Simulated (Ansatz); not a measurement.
Relaxed structures of C₂H₅B, closed shell (PBE0-D4/def2-TZVP; forces vanish, vibrations not checked; lower isomers may exist, and structures with a doubtful reference or unclear bonds are left out; Å). Ansatz 0.2.0; basis: def2-TZVPP; cores frozen in the correlated methods.

Task: Rank them by CCSD(T) energy, lowest first, and give each one's height above the lowest. Links in brackets join atoms within 1.22 times the sum of their covalent radii (1.1 for two metals). (Judge from chemistry; the value comes from the calculation.)
A.
C₂H₅B ([BH2][CH][CH2])
```
8
angstrom
B 0.4505 -1.2068 -0.1341
C -0.0894 1.2183 0.1152
C -0.5310 -0.0452 0.0711
H -1.6005 -0.2127 0.1854
H 0.9690 1.4382 0.0063
H -0.7487 2.0708 0.2585
H 0.0852 -2.3456 -0.1774
H 1.6173 -0.9602 -0.2542
```
B.
C₂H₅B ([BH]1[CH2][CH2]1)
```
8
angstrom
B -0.8697 -0.0859 -0.4928
C 0.1276 0.7733 0.2725
C 0.4113 -0.7200 0.0321
H -1.8975 -0.1878 -1.0726
H 0.7397 1.4961 -0.2606
H -0.0949 1.0908 1.2878
H 0.3716 -1.3872 0.8891
H 1.2119 -0.9795 -0.6555
```
C.
C₂H₅B ([BH][CH][CH3])
```
8
angstrom
B -1.0072 -0.5796 -0.8425
C 0.3680 1.1199 0.6333
C -0.1566 -0.2071 0.1736
H -1.7262 -0.9593 -1.6916
H -0.0147 1.9409 0.0258
H 0.0871 1.3174 1.6722
H 0.1891 -1.0785 0.7420
H 1.4605 1.1517 0.5832
```

Result: By the calculation: A (0.0 kJ/mol), B (55.5 kJ/mol), C (76.3 kJ/mol). Heights count from the lowest.

The T1 diagnostic stays at or below 0.013. The restricted Hartree–Fock reference is unstable towards an unrestricted one at one or more of these structures.

For scale, one of the runs: CCSD(T)/def2-TZVPP, 163 basis functions, launched by `ansatz run in.yaml --threads 2 --pin off --events-out ev --progress --plain --max-ram 4352MiB`. Time: 15 s of wall clock on 2 CPU threads of an Arm Neoverse V2; the host was shared. Peak host memory: 1.3 GiB.
